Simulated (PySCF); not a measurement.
An unknown is described by computed data only.

Elements present: C, F and H. Monoisotopic mass: 62.0532 u.

* NMR, other nuclei: isotropic shieldings of nuclei other than C and H, by class: 372 (1 F) ppm [GIAO PBE0/pcSseg-1]
* Dipole: 1.89 D [PBE0/pcSseg-1]
* 1H NMR: chemical shifts (computed TMS as zero) by class: 4.95 (1 H), 1.32 (6 H) ppm [GIAO PBE0/pcSseg-1]
* Rotational structure: rotational constants A, B, C: 8.712, 8.164, 4.815 GHz [GFN2-xTB]
* 13C NMR: chemical shifts (computed TMS as zero) by class: 89.7 (1 C), 25.2 (2 C) ppm [GIAO PBE0/pcSseg-1]

Gas-phase values; electronic properties from PySCF, density fitting. Levels stand in brackets. Geometry: GFN2-xTB; no solvent, vibrations or thermal averaging. NMR classes are plain means over equivalent atoms (diastereotopic ones count apart unless rotation or inversion swaps them), as if these changed places fast.

Task: Which formula fits the mass and the elements?

Result: C3H7F (calculated 62.0532). No other formula that holds each of these elements comes within 0.0003 u with a fitting electron parity and a possible valence count.

Task: What is the compound? Reason from the data.

Result: Numbering: `[CH3:1][CH:2]([CH3:3])[F:4]`. Its formula, C3H7F, gives 0 degrees of unsaturation, so no ring and no π bond. 3 carbons fall into 2 classes; from least to most shielded: sp3 C–F carbon [C2] (89.7 ppm), methyl carbon [C1/C3] (25.2 ppm, 2 C). Hydrogen classes from least to most shielded: 1 H on an sp3 C–F carbon, C2 (4.95 ppm), 6 H on 2 methyl carbons, C1/C3 (1.32 ppm, a mean of values up to 0.8 ppm apart in this geometry). The other shieldings belong to: 372 ppm, alkyl fluorine [F4]. The optimised geometry has point group Cs and is an asymmetric top. Structure: `C(C)(F)C`. The assignments are read from this structure; whether some other isomer fits the data as well wasn't checked.
